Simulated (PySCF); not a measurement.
## Spin-rotation constants: `P1(C)[C@H](C)[C@@H]1C`, C5H11P

Geometry:
| atom | x (Å) | y (Å) | z (Å) |
| --- | --- | --- | --- |
| C1 | 0.007 | 2.049 | -0.146 |
| C2 | -0.355 | 0.662 | 0.324 |
| C3 | 0.626 | -0.477 | 0.185 |
| C4 | 1.982 | -0.246 | -0.435 |
| P5 | -0.866 | -0.629 | -0.912 |
| C6 | -1.937 | -1.706 | 0.163 |
| H7 | 0.435 | 2.027 | -1.145 |
| H8 | 0.734 | 2.498 | 0.531 |
| H9 | -0.878 | 2.682 | -0.169 |
| H10 | -0.926 | 0.669 | 1.250 |
| H11 | 0.659 | -1.164 | 1.026 |
| H12 | 1.897 | 0.274 | -1.386 |
| H13 | 2.481 | -1.197 | -0.612 |
| H14 | 2.607 | 0.351 | 0.230 |
| H15 | -1.748 | -1.540 | 1.222 |
| H16 | -2.982 | -1.492 | -0.056 |
| H17 | -1.744 | -2.749 | -0.081 |

Computed with GIAO B97-2/pcSseg-1 magnetisability, rotational g tensor and spin-rotation constants, non-relativistic, gas phase (PySCF). Geometry: GFN2-xTB.

(1) Give the nuclear spin-rotation constants along the inertial axes (H = +C I·J) beside the isotropic shieldings.

(2) How do the rotational constants and the g tensor change when H7, H8, H9, H10, H11, H12, H13, H14, H15, H16, H17 are replaced by deuterium?

Answers

(1) Rotational constants 4.0468, 2.2335, 1.7480 GHz. A star marks the isotopologue with that one atom substituted, in its own axes.
| atom | isotope | Caa (kHz) | Cbb (kHz) | Ccc (kHz) | mean (kHz) | σ (ppm) |
| --- | --- | --- | --- | --- | --- | --- |
| P5 | 31P | 3.230 | 3.031 | 1.505 | 2.589 | 554.6 |
| H7 | 1H | -0.432 | -0.209 | -0.012 | -0.218 | 31.2 |
| H8 | 1H | -0.117 | -0.238 | -0.098 | -0.151 | 30.3 |
| H9 | 1H | -0.418 | 0.056 | -0.188 | -0.183 | 30.0 |
| H10 | 1H | -0.368 | -0.196 | -0.037 | -0.200 | 30.6 |
| H11 | 1H | -0.369 | -0.197 | -0.037 | -0.201 | 30.7 |
| H12 | 1H | -0.441 | -0.215 | -0.004 | -0.220 | 31.2 |
| H13 | 1H | -0.417 | 0.057 | -0.190 | -0.183 | 30.0 |
| H14 | 1H | -0.101 | -0.237 | -0.106 | -0.148 | 30.4 |
| H15 | 1H | -0.444 | -0.273 | 0.009 | -0.236 | 32.0 |
| H16 | 1H | -0.272 | -0.072 | -0.184 | -0.176 | 30.8 |
| H17 | 1H | -0.335 | -0.023 | -0.195 | -0.184 | 30.8 |
| C1 | 13C* | 0.521 | 0.334 | 0.242 | 0.365 | 170.1 |
| C2 | 13C* | 0.479 | 0.497 | 0.243 | 0.406 | 156.9 |
| C6 | 13C* | 0.529 | 0.367 | 0.220 | 0.372 | 169.2 |

For the geometry as given, no vibrational averaging.

(2) Constants 3.1858, 1.8068, 1.4111 GHz; g 0.0140, -0.0051, 0.0016, against 0.0168, -0.0062, 0.0025 before.
